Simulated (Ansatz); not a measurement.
# Cl2O2S: the cost of one run

Method: the levels named in each step, in Ansatz 0.2.0.

## 1. The starting structure

Bond lengths: O1–S2 1.418 Å, S2–O3 1.418 Å, S2–Cl4 2.039 Å, S2–Cl5 2.038 Å. Angles: O1–S2–O3 120.7°, O1–S2–Cl4 108.2°, O1–S2–Cl5 108.3°, O3–S2–Cl4 108.3°, O3–S2–Cl5 108.3°, Cl4–S2–Cl5 101.2°.

As a file:

```xyz
5

O    -0.0599   -1.2683   -1.1759
S    -0.0316   -0.5123    0.0234
O    -0.0900   -1.1542    1.2863
Cl   -1.5235    0.8744   -0.0608
Cl    1.6198    0.6822   -0.0101
```

## 2. A rough first relaxation, PBE-D4/def2-SVP

This run stands in another session on the same molecule. It ended at:

```xyz
5

O    -0.0595   -1.2894   -1.2307
S    -0.0337   -0.5455    0.0249
O    -0.0926   -1.1700    1.3428
Cl   -1.5464    0.9110   -0.0621
Cl    1.6471    0.7157   -0.0120
```

## 3. Relaxation, B2PLYP/def2-TZVPP

Contents of input.yaml:

```yaml
crystal:
  periodic: [false, false, false]
  atoms:
    - { symbol: O, position_ang: [-0.05952101, -1.28936634, -1.23070011] }
    - { symbol: S, position_ang: [-0.03373806, -0.54550599, 0.0248783] }
    - { symbol: O, position_ang: [-0.09262182, -1.17003676, 1.34281753] }
    - { symbol: Cl, position_ang: [-1.54643889, 0.91102233, -0.06212055] }
    - { symbol: Cl, position_ang: [1.64714979, 0.71566675, -0.01197517] }
basis:
  gaussian: { orbitals: def2-TZVPP }
hamiltonian:
  xc: { name: B2PLYP }
relax:
  f_tol: 0.002
  max_steps: 150
```

Started as:

```
ansatz run input.yaml --threads 4 --pin off --max-ram 10240MiB --backend cpu --events-out ev --progress --plain --runs-dir out
```

**Question.** How long does this run take on 4 threads of Intel Xeon at 2.50GHz (Skylake/Cascade Lake), shared host, and how much memory does it need?

About 2.9 min, with a peak of 0.66 GiB.
